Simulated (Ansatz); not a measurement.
Two isomers of C4H5F: A = `CC1=CC1F`, B = `CC1C=C1F`.

Program: Ansatz. Geometries: PBE0-D4/def2-TZVP. ΔE: electronic, gas phase. CCSD(T)/CBS adds triple-zeta CCSD(T) − MP2 to the extrapolated MP2 energy (def2 sets, frozen cores). Functionals use def2-TZVPP. B3LYP here is the variant with VWN-RPA as its local correlation; programs differ in this.

Which is lower in electronic energy at CCSD(T)/CBS, and by how much? (An estimate is asked.)

The calculation gave: A, by 15.1 kcal/mol.

Give E(B) − E(A) in kcal/mol with B3LYP, MP2/def2-TZVPP, BLYP-D4, CCSD/def2-TZVPP, CCSD(T)/def2-SVP, PBE-D4, HF/def2-TZVPP. (An estimate is asked.)

Computed: B3LYP 15.6, MP2/def2-TZVPP 14.7, BLYP-D4 14.8, CCSD/def2-TZVPP 14.8, CCSD(T)/def2-SVP 12.7, PBE-D4 14.2, HF/def2-TZVPP 17.5. None reverses the order clearly.

Does the order hold for the free energy at 298.15 K (harmonic terms from PBE0-D4)? (Estimate.)

Computed: Yes: G(B) − G(A) = +15.2 kcal/mol.

Largest T1 diagnostic: 0.011.

Leaving LDA and LC-ωPBE aside and taking each functional with its dispersion term where it has one, the values, not all of them listed here, spread over 2.4 kcal/mol, from revPBE-D4 to BHLYP-D4. From PBE to PBE0 (25 % exact exchange), in def2-TZVPP and without D4, E(B) − E(A) moves by +0.8 kcal/mol.
